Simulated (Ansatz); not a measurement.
# TiCl3: the relaxed shape and its frontier levels

Aim: characterise TiCl3 as a doublet: its structure, frontier levels and distribution of charge and spin.

Computed with Ansatz 0.2.0, Gaussian basis. Level: UKS PBE0-D4/def2-TZVP.

Levels to be run: relaxation at r2SCAN-D4/def2-SVP; a search for the lowest solution at PBE0-D4/def2-SVP; a single point at PBE0-D4/def2-TZVP.

## Step 1: The system as given

4 atoms, charge 0, spin multiplicity 2.

Atoms are counted from 1 here; the program's logs count them from 0.

Bond lengths: Ti1–Cl2 2.116 Å, Ti1–Cl3 2.115 Å, Ti1–Cl4 2.115 Å. Angles: Cl2–Ti1–Cl3 115.3°, Cl2–Ti1–Cl4 115.3°, Cl3–Ti1–Cl4 115.3°.

Formally the metal is d1. No spin-orbit coupling is included.

The start is a GFN2-xTB geometry.

## Step 2: Optimising with r2SCAN-D4/def2-SVP

The input, in.yaml:

```yaml
crystal:
  periodic: [false, false, false]
  atoms:
    - {symbol: Ti, position_ang: [-0.003080, 0.000910, 0.348770]}
    - {symbol: Cl, position_ang: [2.065000, -0.024680, -0.097500]}
    - {symbol: Cl, position_ang: [-1.010240, 1.798530, -0.129480]}
    - {symbol: Cl, position_ang: [-1.051680, -1.774760, -0.121790]}
basis:
  gaussian: {orbitals: def2-SVP}
magnetization: {spin_polarized: true, initial_magnetization: 1}
hamiltonian: {xc: r2scan, dispersion: d4}
scf: {omitted_lower_state_checks: [starts]}
output: {orbitals: {seedname: orbitals}}
relax: {f_tol: 0.02, max_steps: 100}
```

Launch:

```console
ansatz run in.yaml --threads 4 --pin off --events-out ev --progress --plain --max-ram 3916MiB
```

The program printed, shortened:

```text
Functional definition: r2SCAN
  name "r2SCAN"
  cite "Furness, Kaplan, Ning, Perdew & Sun, J. Phys. Chem. Lett. 11, 8208 (2020) doi:10.1021/acs.jpclett.0c02405"
  cite "Furness, Kaplan, Ning, Perdew & Sun, J. Phys. Chem. Lett. 11, 9248 (2020) doi:10.1021/acs.jpclett.0c03077"
  parent r2scan
[...]
965 factors; their error is unknown
[...]
mean field -60670.85476159 eV, -2229.6127883062 hartree, gradient 1.1e-5 eV, S^2 0.756289; 0 other end points of the search recorded, 0 dependent functions left out
[...]
reference -60670.85481023 eV, -2229.6127900936 hartree; 37, 36 occupied and 48, 49 virtual orbitals, 965 factors
relax step   1: F+E_penalty+E_count = -60670.88769708 eV  Δ(F+E_penalty+E_count) = +0.000e0 eV  max|allowed force component| = 1.400e0 eV/Å  Δτ_max = 0.0000 Å  (42 SCF iters, accepted)
[...]
relax step   5: F+E_penalty+E_count = -60671.12603403 eV  Δ(F+E_penalty+E_count) = +1.166e-3 eV  max|allowed force component| = 5.997e-2 eV/Å  Δτ_max = 0.0248 Å  (42 SCF iters, rejected (line search))
relax step   6: F+E_penalty+E_count = -60671.12720046 eV  Δ(F+E_penalty+E_count) = +0.000e0 eV  max|allowed force component| = 7.289e-3 eV/Å  Δτ_max = 0.0000 Å  (39 SCF iters, accepted)
[...]
965 factors; their error is unknown
mean field -60671.09525243 eV, -2229.6216261813 hartree, gradient 1.1e-5 eV, S^2 0.758115; 0 other end points of the search recorded, 0 dependent functions left out
[...]
reference -60671.09530625 eV, -2229.6216281593 hartree; 37, 36 occupied and 48, 49 virtual orbitals, 965 factors
Total energy: -60671.12725429 eV, -2229.6228022279 hartree
Atom 0 at     0.000024     0.000033     0.007951 Å, force     0.000749    -0.000106    -0.007289 eV/Å
Atom 1 at     2.187417    -0.025612     0.017220 Å, force     0.003887     0.000001     0.002469 eV/Å
Atom 2 at    -1.071551     1.906993    -0.016668 Å, force    -0.002264     0.003628     0.002402 eV/Å
Atom 3 at    -1.115891    -1.881413    -0.008503 Å, force    -0.002372    -0.003523     0.002418 eV/Å
Dipole moment:    -0.000006     0.000031     0.008462 e Å
Checks for a lower state left out: starts
```

Wall time 28 s (4 threads of Arm Neoverse V1, shared host).

Relaxation path: (the energy doesn't fall at every step)

```tsv
step	energy from step 1 (eV)	largest force component (eV/Å)
1	0.0000	1.3998
2	-0.1819	0.3434
3	-0.2348	0.0877
4	-0.2395	0.0073
5	-0.2383	0.0600
6	-0.2395	0.0073
```

The force was under the threshold of 0.02 eV/Å already at step 4, but the program went on to step 6.

Close pairs (by a distance rule), those that changed most:

```tsv
bond	before (Å)	after (Å)	change (Å)
Ti1–Cl4	2.115	2.188	+0.072
Ti1–Cl3	2.115	2.188	+0.072
Ti1–Cl2	2.116	2.188	+0.072
```

Bonds by kind at the end (by distance):

```tsv
bond	count	shortest (Å)	longest (Å)
Cl–Ti	3	2.188	2.188
```

## Step 3: Searching for the lowest solution, PBE0-D4/def2-SVP

start.molden holds the orbitals of an earlier run on this state, given as this run's starting guess.

The input, in.yaml:

```yaml
crystal:
  periodic: [false, false, false]
  atoms:
    - {symbol: Ti, position_ang: [0.000024, 0.000033, 0.007951]}
    - {symbol: Cl, position_ang: [2.187417, -0.025612, 0.017220]}
    - {symbol: Cl, position_ang: [-1.071551, 1.906993, -0.016668]}
    - {symbol: Cl, position_ang: [-1.115891, -1.881413, -0.008503]}
basis:
  gaussian: {orbitals: def2-SVP, initial_orbitals: start.molden}
magnetization: {spin_polarized: true, initial_magnetization: 1}
hamiltonian: {xc: pbe0, dispersion: d4}
output: {orbitals: {seedname: orbitals}}
```

Same command.

The program printed, shortened:

```text
Functional definition: PBE0
  name "PBE0"
  cite "Adamo & Barone, J. Chem. Phys. 110, 6158 (1999) doi:10.1063/1.478522"
  cite "Perdew, Burke & Ernzerhof, Phys. Rev. Lett. 77, 3865 (1996) doi:10.1103/PhysRevLett.77.3865"
  parent pbe
[...]
824 factors; integrals over basis functions are off by at most 9.3e-4 eV
[...]
mean field -60656.00546849 eV, -2229.0670868497 hartree, gradient 2.2e-5 eV, S^2 0.756257; 5 other end points of the search recorded, 0 dependent functions left out
reference -60656.00554244 eV, -2229.0670895673 hartree; 37, 36 occupied and 48, 49 virtual orbitals, 824 factors
Total energy: -60656.12889752 eV, -2229.0716227829 hartree
```

Wall time 4.4 s (4 threads of Arm Neoverse V1, shared host).

HOMO -7.71 eV, LUMO -3.23 eV (over both spins); ⟨S²⟩ 0.756 (pure: 0.75).

## Step 4: Single point, PBE0-D4/def2-TZVP

in.yaml, as its differences from that of step 3:

```diff
@@ -8,5 +8,6 @@
 basis:
-  gaussian: {orbitals: def2-SVP, initial_orbitals: start.molden}
+  gaussian: {orbitals: def2-TZVP, initial_orbitals: start.molden}
 magnetization: {spin_polarized: true, initial_magnetization: 1}
 hamiltonian: {xc: pbe0, dispersion: d4}
-output: {orbitals: {seedname: orbitals}}
+scf: {omitted_lower_state_checks: [starts]}
+output: {forces: true, orbitals: {seedname: orbitals}}
```

The command is unchanged.

The program printed, shortened:

```text
Functional definition: PBE0
  name "PBE0"
  cite "Adamo & Barone, J. Chem. Phys. 110, 6158 (1999) doi:10.1063/1.478522"
  cite "Perdew, Burke & Ernzerhof, Phys. Rev. Lett. 77, 3865 (1996) doi:10.1103/PhysRevLett.77.3865"
  parent pbe
[...]
1270 factors; their error is unknown
[...]
mean field -60672.01220823 eV, -2229.6553236856 hartree, gradient 1.7e-5 eV, S^2 0.755503; 0 other end points of the search recorded, 0 dependent functions left out
[...]
reference -60672.01224250 eV, -2229.6553249451 hartree; 37, 36 occupied and 119, 120 virtual orbitals, 1270 factors
Total energy: -60672.13559758 eV, -2229.6598581606 hartree
Atom 0 at     0.000024     0.000033     0.007951 Å, force    -0.000272    -0.000102    -0.008257 eV/Å
Atom 1 at     2.187417    -0.025612     0.017220 Å, force     0.025087    -0.000250     0.002979 eV/Å
Atom 2 at    -1.071551     1.906993    -0.016668 Å, force    -0.012144     0.022040     0.002592 eV/Å
Atom 3 at    -1.115891    -1.881413    -0.008503 Å, force    -0.012671    -0.021688     0.002686 eV/Å
Dipole moment:    -0.000006     0.000033     0.008576 e Å
Checks for a lower state left out: starts
```

Run time: 11 s. Hardware: 4 threads of Arm Neoverse V1, shared host; peak memory 0.88 GiB.

From the report: HOMO -7.70 eV, LUMO -3.26 eV (over both spins); ⟨S²⟩ 0.756 (pure: 0.75).

Mulliken charges, from this run's orbitals:

```tsv
atom	value (e)
Ti1	1.08
Cl2	-0.36
Cl3	-0.36
Cl4	-0.36
```

Mulliken spin populations:

```tsv
atom	value (e)
Ti1	1.10
Cl2	-0.03
Cl3	-0.03
Cl4	-0.03
```

Largest Mayer bond orders: Ti1–Cl2 1.11; Ti1–Cl3 1.11; Ti1–Cl4 1.11.

## Step 5: What came out

| quantity | value |
| --- | --- |
| point group | D3h |
| near neighbours of the metal | Cl 2.19, Cl 2.19, Cl 2.19 Å |
| HOMO, LUMO at PBE0-D4/def2-TZVP (over both spins) | -7.70, -3.26 eV |
| ⟨S²⟩ | 0.756 |
| charge on the metal (Mulliken, PBE0-D4/def2-TZVP) | +1.08 e |
| spin on the metal (Mulliken) | 1.10 |
| dipole at r2SCAN-D4/def2-SVP | 0.04 D |

**Reading.** The molecule keeps its bonding pattern by the stored test; the atoms moved 0.22 Å (rms). Of 1 unpaired electron, 1.10 sit on the metal by Mulliken's count, more than all: the ligands carry opposite spin. The Mulliken charge of the metal, +1.08 e, depends on the basis and isn't its oxidation state. No usable vibrations, so a minimum isn't proven. Whether this spin is the lowest isn't tested here.
